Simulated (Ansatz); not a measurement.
We consider 1T (CdI2-type) SnSe2, described by LDA (PAW; Ansatz, a first-principles code).

Settings: plane-wave cutoff 500 eV, 12×12×6 k mesh (along the axes of the cell as run), Fermi–Dirac smearing 0.05 eV, scalar-relativistic PAW data made under PBE.

Computed at the level's own relaxed cell.

Problem. Predict the volume per atom, lattice constant a and c axis length.

Solution. 
- volume per atom = 24.53 Å³/atom
- lattice constant a = 3.801 Å
- c axis length = 5.882 Å

Measured, for comparison: lattice parameter c 6.14 Å (temperature not stated, no zero-point or thermal correction; as tabulated in Gonzalez and Oleynik (2016), arXiv:1609.04381). Computed (rounded) less measured: lattice parameter c -4.2 %.

Spin–orbit coupling is not included.

The computed numbers hold no vibrational or temperature effects.

The result took about 110 core-seconds (a rough figure).
